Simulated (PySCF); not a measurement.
PBE beside CCSD(T) along the third period: bonds to Si

PBE and CCSD(T) in PySCF with x2c-TZVPPall on every atom, spin-free X2C, for the lowest determinant that a PBE0 search found; no spin–orbit coupling.

```tsv
molecule	state (unpaired electrons)	PBE Re (Å)	PBE ωe (cm⁻¹)	PBE De (eV)	CCSD(T) Re (Å)	CCSD(T) ωe (cm⁻¹)	CCSD(T) De (eV)
NaSi	quartet (σ ↑, π ↑↑)	2.710	247	1.45	2.697	261	1.39
MgSi	triplet (π ↑↑)	2.545	314	1.26	2.551	316	0.94
SiS	singlet (closed shell)	1.951	724	6.47	?	?	?
SiCl	doublet (π ↑)	2.085	514	4.60	2.073	535	4.18
```

Q: Estimate the CCSD(T) values of SiS by adding the mean shift from PBE to CCSD(T) of the other rows, and compare with the calculation.

A: The mean shifts are -0.6 pm, +12 cm⁻¹ and -0.27 eV, which give 1.945 Å, 736 cm⁻¹ and 6.20 eV. CCSD(T)/x2c-TZVPPall gives Re = 1.944 Å, ωe = 743 cm⁻¹, De = 6.02 eV.

Q: What are the mean differences of PBE from CCSD(T) over the whole series?

A: Re +0.6 pm, ωe -14 cm⁻¹, De +0.31 eV.

In a basis of this size CCSD(T) is itself not converged; it tends to give bonds that are too long and too weak.

Correlated steps freeze the inner cores (6 to 10 orbitals); shallow outer-core shells are correlated. UHF and ROHF references stand side by side, which adds small steps between rows. Where the molecule has an RHF reference, its open-shell atoms are computed with UHF. The CCSD T1 diagnostic is raised in SiS, a sign that a single reference may not be enough there. States were picked by a PBE0 search and need not be the measured ground states.
